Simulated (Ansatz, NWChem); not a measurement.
**Heat of formation of N2H (dinitrogen monohydride) from total energies**

The species is N2H (3 atoms), meant as a doublet with charge 0. SMILES: `[N]=N`. The coordinates come from a PBE0-D4/def2-TZVP relaxation.

```jsonl
{"atom": "N", "x (Å)": "0.7105", "y (Å)": "-0.6067", "z (Å)": "0.3262"}
{"atom": "N", "x (Å)": "-0.2687", "y (Å)": "-0.2177", "z (Å)": "-0.1701"}
{"atom": "H", "x (Å)": "-0.4419", "y (Å)": "0.8244", "z (Å)": "-0.1561"}
```

Total energies at UPBE0/def2-TZVPPD (NWChem 7.3.0); the atoms run unrestricted:

```
species    state  energy (Eh)
    N2H  doublet  -109.952691
      N  quartet   -54.543885
      H  doublet    -0.501036
```

Harmonic wavenumbers at UPBE0-D4/def2-TZVP, in cm⁻¹: 1115, 1916, 2825.

Measured heats of formation of the gaseous atoms at 298.15 K, in kJ/mol: N 472.4, H 218.0. Take 1 Eh = 2625.50 kJ/mol, 1 cm⁻¹ = 0.0119627 kJ/mol, RT = 2.479 kJ/mol.

Question: What heat of formation follows?

Answer: 
1. Electronic atomisation energy: 2 × (-54.543885) + (-0.501036) − (-109.952691) = 0.363885 Eh = 955.4 kJ/mol.
2. Zero-point energy: half the sum of the wavenumbers, 2928 cm⁻¹ = 35.0 kJ/mol.
3. Thermal vibrational enthalpy, Σ hcν̃/(exp(hcν̃/kT) − 1): 0.1 kJ/mol. Translation, rotation and pV of a non-linear molecule: 4 RT = 9.9 kJ/mol.
4. The 3 free atoms carry 5/2 RT each: 18.6 kJ/mol.
5. Atomisation enthalpy at 298 K: 955.4 − 35.0 − 0.1 − 9.9 + 18.6 = 929.0 kJ/mol.
6. Sum of the atoms' heats of formation: 1162.8 kJ/mol. Heat of formation: 1162.8 − 929.0 = +233.8 kJ/mol.

The tabulated value is +249.5 kJ/mol (Active Thermochemical Tables), so this level is off by -15.7 kJ/mol, or 1.7 % of the atomisation enthalpy that the table implies (913.4 kJ/mol). Anharmonicity and any spin-orbit splitting of the molecule are left out.
